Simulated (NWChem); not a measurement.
Program: NWChem. System: HCl, charge 0, spin multiplicity 1, displaced from the optimised geometry. Level: CCSD(T)/cc-pVDZ, 5 core orbitals frozen, spin-restricted.

Part of the output:

```
             Northwest Computational Chemistry Package (NWChem) 7.3.0
             --------------------------------------------------------

                                NWChem Input Module
                                -------------------

 Scaling coordinates for geometry "geometry" by  1.889725989
 (inverse scale =  0.529177249)

                             Geometry "geometry" -> ""
                             -------------------------

 Output coordinates in angstroms (scale by  1.889725989 to convert to a.u.)

  No.       Tag          Charge          X              Y              Z
 ---- ---------------- ---------- -------------- -------------- --------------
    1 Cl                  17.0000     0.00000000     0.00000000     0.20061700
    2 H                    1.0000     0.00000000     0.00000000    -1.21803400

 Effective nuclear repulsion energy (a.u.)       6.3412447691

            Nuclear Dipole moment (a.u.)
            ----------------------------
        X                 Y               Z
 ---------------- ---------------- ----------------
     0.0000000000     0.0000000000     4.1431391923


 Summary of "ao basis" -> "" (spherical)
 ------------------------------------------------------------------------------
       Tag                 Description            Shells   Functions and Types
 ---------------- ------------------------------  ------  ---------------------
 *                          cc-pvdz                   on all atoms

 Summary of "ao basis" -> "ao basis" (spherical)
 ------------------------------------------------------------------------------
       Tag                 Description            Shells   Functions and Types
 ---------------- ------------------------------  ------  ---------------------
 Cl                         cc-pvdz                  8       18   4s3p1d
 H                          cc-pvdz                  3        5   2s1p

                                 NWChem SCF Module
                                 -----------------

  ao basis        = "ao basis"
  functions       =    23
  atoms           =     2
  closed shells   =     9
  open shells     =     0
  charge          =   0.00
  wavefunction    = RHF
  use symmetry    = F
  symmetry adapt  = F

 Summary of "ao basis" -> "ao basis" (spherical)
 ------------------------------------------------------------------------------
       Tag                 Description            Shells   Functions and Types
[...]
 total number of virtual orbitals        14
 number of virtuals per integral pass    14
 number of integral evaluations           1
 number of occupied per triples pass      4
 number of triples passes                 1

 commencing integral evaluation        1 at           4.68
  symmetry use  F
task         2 out of        66 done   3%  at       0.0 secs
task         4 out of        66 done   6%  at       0.1 secs
task         7 out of        66 done  10%  at       0.3 secs
task        10 out of        66 done  15%  at       0.3 secs
task        14 out of        66 done  21%  at       0.3 secs
task        17 out of        66 done  25%  at       0.3 secs
task        20 out of        66 done  30%  at       0.3 secs
task        24 out of        66 done  36%  at       0.4 secs
task        27 out of        66 done  40%  at       0.4 secs
task        30 out of        66 done  45%  at       0.4 secs
task        33 out of        66 done  50%  at       0.5 secs
task        37 out of        66 done  56%  at       0.6 secs
task        40 out of        66 done  60%  at       0.7 secs
task        43 out of        66 done  65%  at       0.7 secs
task        47 out of        66 done  71%  at       0.8 secs
task        50 out of        66 done  75%  at       0.9 secs
task        53 out of        66 done  80%  at       0.9 secs
task        57 out of        66 done  86%  at       1.0 secs
task        60 out of        66 done  90%  at       1.0 secs
task        63 out of        66 done  95%  at       1.1 secs
task        66 out of        66 done 100%  at       1.1 secs
 commencing triples evaluation - blocking       1
 ccsd(t): done        1 out of       14 progress:    7.1%
 ccsd(t): done        2 out of       14 progress:   14.3%
 ccsd(t): done        3 out of       14 progress:   21.4%
 ccsd(t): done        4 out of       14 progress:   28.6%
 ccsd(t): done        5 out of       14 progress:   35.7%
 ccsd(t): done        6 out of       14 progress:   42.9%
 ccsd(t): done        7 out of       14 progress:   50.0%
 ccsd(t): done        8 out of       14 progress:   57.1%
 ccsd(t): done        9 out of       14 progress:   64.3%
 ccsd(t): done       10 out of       14 progress:   71.4%
 ccsd(t): done       11 out of       14 progress:   78.6%
 ccsd(t): done       12 out of       14 progress:   85.7%
 ccsd(t): done       13 out of       14 progress:   92.9%
 ccsd(t): done       14 out of       14 progress:  100.0%
 Time for integral evaluation pass     1        1.06
 Time for triples evaluation pass      1        0.01

 pseudo-e(mp4)  -0.25960019668682E-02
 pseudo-e(mp5)   0.22729429786556E-04
        e(t)    -0.25732725370816E-02

 --------------
 CCSD(T) Energy
 --------------
 Reference energy:                    -460.079158307206740

 CCSD corr. energy:                     -0.164982105744814
 T(CCSD) corr. energy:                  -0.002596001966868
 Total CCSD+T(CCSD) energy:           -460.246736414918416

 CCSD corr. energy:                     -0.164982105744814
 (T) corr. energy:                      -0.002573272537082
 Total CCSD(T) energy:                -460.246713685488658

 routine      calls  cpu(0)   cpu-min  cpu-ave  cpu-max   i/o
 aoccsd          1     0.00     0.00     0.00     0.00    0.00
 iterdrv         1     0.00     0.00     0.00     0.00    0.00
 pampt           9     0.01     0.01     0.01     0.01    0.00
 t2pm            9     0.01     0.01     0.01     0.01    0.00
 sxy             9     0.02     0.02     0.02     0.02    0.00
 ints        39204     3.35     3.35     3.35     3.35    0.00
 t2eri         594     0.05     0.05     0.05     0.05    0.00
 idx2          594     0.03     0.03     0.03     0.03    0.00
 idx34           9     0.00     0.00     0.00     0.00    0.00
 ht2pm           9     0.01     0.01     0.01     0.01    0.00
 itm             9     0.03     0.03     0.03     0.03    0.00
 pdiis           9     0.00     0.00     0.00     0.00    0.00
 triples         1     0.00     0.00     0.00     0.00    0.00
 rdtrpo          1     0.00     0.00     0.00     0.00    0.00
 trpmos          1     1.06     1.06     1.06     1.06    0.00
 trpdrv          1     0.00     0.00     0.00     0.00    0.00
 dovvv        1120     0.00     0.00     0.00     0.00    0.00
 doooo        1120     0.00     0.00     0.00     0.00    0.00
 tengy         896     0.00     0.00     0.00     0.00    0.00
 Total                 4.59     4.59     4.59     4.59    0.00

 Task  times  cpu:        6.4s     wall:        6.4s

 Total times  cpu:        6.4s     wall:        6.4s
```

Problem. Write an NWChem input that would produce this output.

Solution. Several could match; the one computed here: 
```
start mol
memory heap 100 mb stack 700 mb global 1900 mb
geometry units angstroms nocenter noautoz noautosym
  Cl     0.000000     0.000000     0.200617
  H      0.000000     0.000000    -1.218034
end
basis spherical
  * library cc-pvdz
end
scf
  rhf
  nopen 0
  maxiter 100
  thresh 1e-7
  semidirect memsize 60000000 filesize 0
end
ccsd
  freeze core 5
  maxiter 60
end
task ccsd(t) energy
```
